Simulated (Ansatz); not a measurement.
**SiHF2 (SMILES F[SiH]F) at 6 levels**

Wanted: a comparison of 6 runs (U-revPBE/STO-3G, UBHLYP/STO-3G, UPBE/STO-3G, UPBE0/STO-3G, RPA@PBE/STO-3G, UCCSD(T)/STO-3G) of SiHF2. 

Program for the calculation: Ansatz 0.2.0.

66 further runs of the same task are left out: 9 that didn't finish, 57 set aside as unsound or not needed.

## 1. The system as given

The species is SiHF2 (4 atoms), meant as a doublet with charge 0. As SMILES, `F[SiH]F`. The Si2–F1 distance was set to 3.212 Å, away from the relaxed value. At this shape a bond of the SMILES string is far longer than usual.

Bond lengths: Si2–F3 1.606 Å, Si2–H4 1.439 Å. Angles: F3–Si2–H4 108.6°.

## 2. A single-point energy at U-revPBE/STO-3G (run 1)

The input, run.yaml:

```yaml
basis:
  gaussian:
    orbitals: STO-3G
crystal:
  periodic: [false, false, false]
  atoms:
    - {symbol: F, position_ang: [2.481972, 1.648860, -0.519471]}
    - {symbol: Si, position_ang: [-0.028060, -0.342890, -0.301090]}
    - {symbol: F, position_ang: [-1.234200, 0.716240, -0.252780]}
    - {symbol: H, position_ang: [0.035310, -1.026330, 0.964150]}
magnetization:
  spin_polarized: true
  initial_magnetization: 1
hamiltonian:
  xc: {name: revPBE}
accuracy: high
```

Started as:

```bash
$ ansatz run run.yaml --threads 1 --pin off --max-ram 2610MiB --events-out events.jsonl --progress --plain --runs-dir runs
```

Standard output:

```text
Warning: RAYON_NUM_THREADS=1 ignored (pool sized by the plan → 1); use --threads N
Functional definition: revPBE
  name "revPBE"
  parameter kappa = 1.245
  parameter beta = 0.06672455060314922
  exchange = pbe_x(kappa = kappa, mu = beta*pi^2/3)
  correlation = pbe_c(beta = beta)
328 factors; integrals over basis functions are off by at most 2.9e-8 eV
mean field evaluation 1: about -13138.0695 eV, gradient 1.3e1 eV
mean field evaluation 2: about -12774.3979 eV, gradient 1.7e1 eV
mean field evaluation 4: about -13130.7495 eV, gradient 3.5e1 eV
mean field evaluation 8: about -13148.6666 eV, gradient 2.3e0 eV
mean field evaluation 16: about -13149.0227 eV, gradient 2.9e-4 eV
mean field evaluation 32: about -13149.0194 eV, gradient 2.0e-1 eV
mean field evaluation 64: about -13148.9014 eV, gradient 2.1e-1 eV
mean field -13149.02266589 eV, -483.2176702439 hartree, gradient 4.6e-8 eV, S^2 0.753899; 8 other end points of the search recorded, 0 dependent functions left out
reference -13149.02266762 eV, -483.2176703074 hartree; 17, 16 occupied and 3, 4 virtual orbitals, 328 factors
Total energy: -13149.02266762 eV, -483.2176703074 hartree
```

Wall time 3.9 s (1 thread of Intel Xeon 6975P-C (Granite Rapids), shared host); peak memory 0.14 GiB.

## 3. A single-point energy at UBHLYP/STO-3G (run 2)

The input, job.yaml:

```yaml
crystal:
  periodic: [false, false, false]
  atoms:
    - symbol: F
      position_ang: [2.481972, 1.648860, -0.519471]
    - symbol: Si
      position_ang: [-0.028060, -0.342890, -0.301090]
    - symbol: F
      position_ang: [-1.234200, 0.716240, -0.252780]
    - symbol: H
      position_ang: [0.035310, -1.026330, 0.964150]
basis:
  gaussian: {orbitals: STO-3G}
magnetization: {spin_polarized: true, initial_magnetization: 1}
hamiltonian: {xc: {name: BHLYP}}
accuracy: high
```

Started as:

```bash
$ ansatz run job.yaml --threads 1 --pin off --max-ram 2610MiB --events-out events.jsonl --progress --plain --runs-dir runs
```

Standard output:

```text
Warning: RAYON_NUM_THREADS=1 ignored (pool sized by the plan → 1); use --threads N
Functional definition: BHLYP
  name "BHLYP"
  parameter a = 0.5
  exchange = (1 - a)*b88_x + a*exact_x
  correlation = lyp_c
328 factors; integrals over basis functions are off by at most 2.9e-8 eV
mean field evaluation 1: about -13139.4394 eV, gradient 1.4e1 eV
mean field evaluation 2: about -12778.1373 eV, gradient 2.4e1 eV
mean field evaluation 4: about -13140.5342 eV, gradient 7.2e0 eV
mean field evaluation 8: about -13141.3488 eV, gradient 7.3e0 eV
mean field evaluation 16: about -13151.5014 eV, gradient 2.8e-2 eV
mean field evaluation 32: about -13151.5018 eV, gradient 1.1e-7 eV
mean field -13151.50178520 eV, -483.3087761981 hartree, gradient 3.4e-8 eV, S^2 0.750329; 6 other end points of the search recorded, 0 dependent functions left out
reference -13151.50180080 eV, -483.3087767714 hartree; 17, 16 occupied and 3, 4 virtual orbitals, 328 factors
Total energy: -13151.50180080 eV, -483.3087767714 hartree
```

It took 3.9 s on 1 thread of Intel Xeon 6975P-C (Granite Rapids), shared host; peak memory 0.14 GiB.

Runs 3 to 4 aren't shown in full; the table further down has their settings and results.

## 4. A single-point energy at RPA@PBE/STO-3G (run 5)

The input, job.yaml:

```yaml
crystal:
  periodic: [false, false, false]
  atoms:
    - {symbol: F, position_ang: [2.481972, 1.648860, -0.519471]}
    - {symbol: Si, position_ang: [-0.028060, -0.342890, -0.301090]}
    - {symbol: F, position_ang: [-1.234200, 0.716240, -0.252780]}
    - {symbol: H, position_ang: [0.035310, -1.026330, 0.964150]}
basis:
  gaussian:
    orbitals: STO-3G
magnetization:
  spin_polarized: true
  initial_magnetization: 1
hamiltonian:
  xc: pbe
correlation:
  method: rpa
  frozen_orbitals: {F: 1, H: 0, Si: 5}
accuracy: high
```

Started as:

```bash
$ ansatz run job.yaml --threads 1 --pin off --max-ram 2610MiB --events-out events.jsonl --progress --plain --runs-dir runs
```

Standard output, shortened:

```text
Warning: RAYON_NUM_THREADS=1 ignored (pool sized by the plan → 1); use --threads N
Functional definition: PBE
  name "PBE"
[...]
328 factors; integrals over basis functions are off by at most 2.9e-8 eV
[...]
mean field -13142.35751275 eV, -482.9727303836 hartree, gradient 3.0e-8 eV, S^2 0.753907; 8 other end points of the search recorded, 0 dependent functions left out
7 core orbitals not correlated: weight in the atoms' cores, before any rotation towards them, 1.000 or more for the frozen orbitals, at most 0.000 for the correlated occupied ones
reference -13118.10383555 eV, -482.0814241863 hartree; 10, 9 occupied and 3, 4 virtual orbitals, 328 factors
Total energy: -13123.46714837 eV, -482.2785222971 hartree
```

Wall time 3.9 s (1 thread of Intel Xeon 6975P-C (Granite Rapids), shared host); peak memory 0.14 GiB.

## 5. A single-point energy at UCCSD(T)/STO-3G (run 6)

The input, run.yaml:

```yaml
crystal:
  periodic: [false, false, false]
  atoms:
    - symbol: F
      position_ang: [2.481972, 1.648860, -0.519471]
    - symbol: Si
      position_ang: [-0.028060, -0.342890, -0.301090]
    - symbol: F
      position_ang: [-1.234200, 0.716240, -0.252780]
    - symbol: H
      position_ang: [0.035310, -1.026330, 0.964150]
basis:
  gaussian:
    orbitals: STO-3G
magnetization:
  spin_polarized: true
  initial_magnetization: 1
correlation:
  method: ccsd_t
  frozen_orbitals: {F: 1, H: 0, Si: 5}
accuracy: high
scf:
  omitted_lower_state_checks: [cluster_reference, increment]
```

Started as:

```bash
$ ansatz run run.yaml --threads 1 --pin off --max-ram 2610MiB --events-out events.jsonl --progress --plain --runs-dir runs
```

Standard output:

```text
Warning: RAYON_NUM_THREADS=1 ignored (pool sized by the plan → 1); use --threads N
[... 16 lines left out ...]
7 core orbitals not correlated: weight in the atoms' cores, before any rotation towards them, 1.000 or more for the frozen orbitals, at most 0.000 for the correlated occupied ones
[... 170 lines left out ...]
Total energy: -13121.82736543 eV, -482.2182613855 hartree
Checks for a lower state left out: cluster_reference, increment
```

Wall time 1.3 s (1 thread of Intel Xeon 6975P-C (Granite Rapids), shared host).

## 6. All runs side by side

```csv
run,level,frozen core orbitals,energy (Eh),⟨S²⟩,wall time
1,U-revPBE/STO-3G,–,-483.217670,0.754,3.9 s
2,UBHLYP/STO-3G,–,-483.308777,0.750,3.9 s
3,UPBE/STO-3G,–,-482.972730,0.754,3.9 s
4,UPBE0/STO-3G,–,-483.060814,0.752,4.2 s
5,RPA@PBE/STO-3G,7,-482.278522,0.754,3.9 s
6,UCCSD(T)/STO-3G,7,-482.218261,0.805,1.3 s
```

## 7. What came out

| quantity | value |
| --- | --- |
| run 6: total energy | -482.21826 Eh |
| run 6: correlation energy (7 core orbitals frozen) | -71.9 mEh |
| run 6: (T) correction | -4.78 mEh |
| run 6: ⟨S²⟩ of the reference determinant | 0.805 |
| run 6: T1 diagnostic | 0.029 |

**Reading.** Totals of different functionals can't be ranked against each other. In runs 1, 2, 3, 4, 5, 6 the basis is minimal, so the values are rough. All runs together took 21 s, the longest 4.2 s.
